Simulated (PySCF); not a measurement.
## Static response to an electric field

C3H5FS.
SMILES with atom numbers: `[CH3:1][S:2]/[CH:3]=[CH:4]\[F:5]` (hydrogens: H6, H7, H8 on C1; H9 on C3; H10 on C4)

Geometry (GFN2-xTB, Å), atoms numbered from 1 in this order:
```xyz
10
C3H5FS angstrom
C     -1.618    0.150   -0.081
S     -0.397    1.430    0.331
C      1.141    0.615    0.237
C      1.464   -0.636   -0.059
F      0.587   -1.611   -0.373
H     -2.588    0.635   -0.021
H     -1.443   -0.214   -1.088
H     -1.560   -0.660    0.638
H      1.943    1.296    0.469
H      2.480   -0.999   -0.075
```

Level: PBE0/def2-SVPD (PySCF), static field, nuclei fixed, core orbitals frozen in the response. The polarisability tensor in these axes (au):

```
x   69.28 -7.15  0.05
y   -7.15 64.85  4.90
z    0.05  4.90 44.82
```

**Question.** Give the principal values, the mean and the anisotropy Δα = √{½[(α1 − α2)² + (α2 − α3)² + (α1 − α3)²]}.

**Answer.** Principal values 43.57, 60.55 and 74.84 au; mean 59.65 au = 8.84 Å³ = 9.84 × 10⁻⁴⁰ C²·m²/J; Δα = 27.12 au (45 % of the mean).

**Question.** What is the dipole moment, and where does it point?

**Answer.** (0.23, -0.17, -0.02) D, 0.29 D in size, pointing from the negative to the positive side. Measured along this direction, the outermost atoms are H6 at the negative end and H10 at the positive end.

**Question.** Traceless (Buckingham) quadrupole moment about the centre of nuclear charge: eigenvalues?

**Answer.** -5.85, -3.96, 9.81 D·Å. The values depend on the origin, since the dipole doesn't vanish. The electronic extent ⟨r²⟩ about the same centre is 548 bohr², a root-mean-square distance of 1.79 Å for the 48 electrons.

**Question.** What would n − 1 = 2πNα be for an ideal gas of these molecules at 500 K and 1 atm, electronic part alone?

**Answer.** N = p/kT = 1.4678 × 10¹⁹ cm⁻³, so n − 1 = 2π × N × 8.84 × 10⁻²⁴ cm³ = 815 × 10⁻⁶ at long wavelengths, for an ideal gas.

**Question.** How large is μ²/3kT at 500 K beside α?

**Answer.** In Gaussian units μ²/3kT = 0.39 Å³ against 8.84 Å³, a ratio of 0.04; the Debye molar polarisation (4π/3)N_A(α + μ²/3kT) is 23.3 cm³/mol, leaving out the vibrational part.

**Question.** Molar refractivity from α?

**Answer.** Lorentz–Lorenz: R = (4π/3)N_A α = 2.5225 cm³/(mol·Å³) × 8.84 Å³ = 22.3 cm³/mol, in the limit of long wavelengths.

Isolated species at its GFN2-xTB geometry (one conformer only).

The run behind these numbers computed excited states as well. Cost: about 27 s of CPU time on one thread; the machine was shared, so the figure is rough.
